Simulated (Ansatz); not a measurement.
Which isomer of BH6N2+ gives these data?

These gas-phase data were calculated for one isomer of BH6N2+ at PBE0-D3(BJ)/def2-SVP (harmonic, unscaled wavenumbers; equilibrium rotational constants with average atomic masses):

```
rotational constants            : 43.36, 8.328, 7.258 GHz
all wavenumbers above 1500 cm⁻¹ : 3690, 3597, 3539, 3513, 3429, 2744, 1641, 1614, 1605
```

Candidates:

(1) `NB[NH3+]`, a singlet
(2) `[BH2-]1[NH2+][NH2+]1`, a singlet
(3) `BN[NH3+]`, a singlet

Problem. Which structure fits?

Solution. Candidate (1). 5 modes lie between 3250 and 3800 cm⁻¹, one for each N–H bond, while (2) has 4, (3) has 4.

The same quantities for all candidates:

```tsv
	rotational constants (GHz)	wavenumbers above 1500 cm⁻¹	E above the lowest, PBE0-D3(BJ)/def2-SVP (kcal/mol)
(1)	43.36, 8.328, 7.258	3690, 3597, 3539, 3513, 3429, 2744, 1641, 1614, 1605	0.0
(2)	20.35, 17.87, 11.85	3592, 3587, 3496, 3476, 2808, 2663, 1621, 1586	70.3
(3)	43.71, 9.638, 8.261	3622, 3447, 3440, 3358, 2772, 2622, 1632, 1617, 1545, 1517	65.1
```

Each candidate is one conformer. Programs: Ansatz 0.2.0.
